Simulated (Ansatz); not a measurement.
An input meant for Al₂H₃⁺ (charge 1, singlet; with a point charge).

```yaml
crystal:
  periodic: [false, false, false]
  atoms:
    - {symbol: Al, position_ang: [0.084527, -1.444495, 0.509572]}
    - {symbol: Al, position_ang: [-0.066969, 1.102488, -0.387997]}
    - {symbol: H, position_ang: [-1.440243, 1.770232, 0.007485]}
    - {symbol: H, position_ang: [0.179092, -2.942687, 1.034198]}
    - {symbol: h, position_ang: [1.243592, 1.514453, -1.163248]}
basis:
  gaussian: {orbitals: "6-31G*", point_charges: [{charge: 1.00, position_ang: [4.526, -0.518, 0.821]}]}
total_charge: 1
hamiltonian: {xc: {name: LC-wPBE}}
scf: {lower_state_search: off}
output: {forces: true}
```

```sh
$ ansatz run in.yaml --threads 2 --pin off --events-out ev --progress --plain --max-ram 4352MiB
```

Predict how Ansatz answers.

The input was rejected before any iteration. An element symbol is wrong.
```
Error: YAML parse error: error: line 8 column 16: `h` is not an element symbol (H … Og, case-exact)
 6 |     - {symbol: H, position_ang: [-1.440243, 1.770232, 0.007485]}
 7 |     - {symbol: H, position_ang: [0.179092, -2.942687, 1.034198]}
 8 |     - {symbol: h, position_ang: [1.243592, 1.514453, -1.163248]}
 9 | basis:
10 |   gaussian: {orbitals: "6-31G*", point_charges: [{charge: 1.00, position_ang: [4…
```
